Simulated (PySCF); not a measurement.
First SCF of a structure search on singlet B₂H₄, at a hand-made doubly bridged, trans geometry. PySCF input:

```python
from pyscf import gto, scf, dft
mol = gto.M(atom='''
B      0.845800     0.000000     0.000000
B     -0.845800     0.000000     0.000000
H      0.000000     0.907000     0.000000
H      0.000000    -0.907000     0.000000
H      1.430800     0.000000     1.006200
H     -1.430800     0.000000    -1.006200''',
    basis={'B': 'def2-TZVP', 'H': 'def2-TZVP'},
    charge=0, spin=0)
mf = dft.RKS(mol, xc='PBE0')
mf.grids.atom_grid = (50, 194)
aux = {'B': 'def2-universal-JKFIT', 'H': 'def2-universal-JKFIT'}
mf = mf.density_fit(auxbasis=aux)
mf.conv_tol = 1e-08
mf.diis_space = 10
mf.max_cycle = 60
mf.init_guess = 'minao'
mf.verbose = 4
mf.kernel()
```

Excerpt of the output (cycles and frontier levels):

```
init E= -52.0223428343901
  HOMO = -0.250934372241529  LUMO = -0.12025765466017  gap/eV = 3.55589
cycle= 1 E= -51.8887948086905  delta_E= 0.134  |g|= 0.135  |ddm|= 1.52
  HOMO = -0.228193698786692  LUMO = -0.0633988056318646  gap/eV = 4.48430
cycle= 2 E= -51.8937210724835  delta_E= -0.00493  |g|= 0.0739  |ddm|= 0.236
  HOMO = -0.249421039852564  LUMO = -0.0808781483027268  gap/eV = 4.58629
cycle= 3 E= -51.8955296467869  delta_E= -0.00181  |g|= 0.0107  |ddm|= 0.0749
  HOMO = -0.247184802426737  LUMO = -0.0793704810212805  gap/eV = 4.56646
cycle= 4 E= -51.8955717178743  delta_E= -4.21e-05  |g|= 0.00133  |ddm|= 0.0183
  HOMO = -0.247345467002095  LUMO = -0.0794798771719076  gap/eV = 4.56786
cycle= 5 E= -51.8955723931944  delta_E= -6.75e-07  |g|= 0.000115  |ddm|= 0.00194
  HOMO = -0.247327713629435  LUMO = -0.0794693478630393  gap/eV = 4.56766
cycle= 6 E= -51.8955723991205  delta_E= -5.93e-09  |g|= 1.09e-05  |ddm|= 0.000351
  HOMO = -0.247326537376249  LUMO = -0.079468718574585  gap/eV = 4.56764
Extra cycle  E= -51.8955723991937  delta_E= -7.31e-11  |g|= 3.46e-06  |ddm|= 4.91e-05
converged SCF energy = -51.8955723991937
```

No lower solution of this spin was found from smeared starts or by a stability analysis within the restricted form, which does not test spin polarisation.

The search for the lowest solution, 3 starts and the stability check together, took 3.9 s on 2 threads of a shared Arm Neoverse V2 host, with 86 basis functions; the process peaked at 0.52 GiB. Launch command: `OMP_NUM_THREADS=2 python axn.py task.json out`.
